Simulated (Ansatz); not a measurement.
A made-up structure of CH4BS (charge -1), closed shell:

| atom | x (Å) | y (Å) | z (Å) |
| --- | --- | --- | --- |
| C1 | -0.5115 | 0.2991 | -0.0557 |
| B2 | 0.6235 | -0.3616 | -0.0096 |
| S3 | 1.1036 | -0.7250 | 1.5284 |
| H4 | -1.1689 | -0.3728 | -0.6926 |
| H5 | -0.2221 | 1.2618 | -0.5862 |
| H6 | -0.9817 | 0.5039 | 0.9981 |
| H7 | 1.1571 | -0.6054 | -1.1824 |

It is relaxed with PBE-D4/def2-SVPD and then PBE0-D4/def2-TZVPD (Ansatz 0.2.0). Atoms count as bonded within 1.22 times the sum of their covalent radii (H–H: 0.88 Å). The end point is not checked to be a true minimum.

(1) Does its bonding change? (Judge from chemistry; the calculation decides.)

Answers

(1) The calculation gives: No: no bond forms or breaks.

Where it ends: The first stage lowers the energy by 2.31 eV in 7 steps. It ends as CH₄BS ([CH3][BH][S]), total charge -1:
C1  (-0.620, 0.366, -0.105)
B2  (0.751, -0.438, 0.055)
S3  (1.451, -0.935, 1.573)
H4  (-1.330, -0.200, -0.728)
H5  (-0.453, 1.314, -0.637)
H6  (-1.099, 0.585, 0.854)
H7  (1.301, -0.692, -1.011)
(Å)

Labels in which every atom is bracketed show which atoms are joined, not bond orders.

For scale, one of the runs: PBE0-D4/def2-TZVPD relaxation, 156 basis functions, launched by `ansatz run in.yaml --threads 2 --pin off --events-out ev --progress --plain --max-ram 4352MiB`. The run took about 16 s on 2 CPU threads of an Arm Neoverse V1 (shared host).
